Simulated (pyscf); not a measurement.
Thermochemistry of product channels of H₂N–SiH₂–F (SMILES N[SiH2]F) + H₂O (SMILES O) on the singlet surface, in kJ/mol, from ωB97M-D3(BJ)/def2-TZVP energies (ideal gas, 1 atm, RRHO with modes under 100 cm⁻¹ raised to 100, one conformer, R ln 2 for chiral ones without a mode under 150 cm⁻¹). Single points on ωB97X-D3(BJ)/def2-SVP structures (PySCF, gas phase).

```json
[
 {"products": "H₂N–SiH₂–OH (SMILES N[SiH2]O) + HF (SMILES F)", "ΔE": "…", "ΔH(298 K)": "+47.3", "ΔG(298 K)": "+47.9", "ΔG(600 K)": "+47.7"},
 {"products": "H₂N–SiH(OH)–F (SMILES N[SiH](O)F) + H₂ (SMILES [H][H])", "ΔE": "…", "ΔH(298 K)": "-110.5", "ΔG(298 K)": "-103.4", "ΔG(600 K)": "-98.2"}
]
```

Q: Complete the blanks.

A: 
- H₂N–SiH₂–OH (SMILES N[SiH2]O) + HF (SMILES F), ΔE: +49.7
- H₂N–SiH(OH)–F (SMILES N[SiH](O)F) + H₂ (SMILES [H][H]), ΔE: -98.3

These are energies of the channels, which say nothing of barriers.
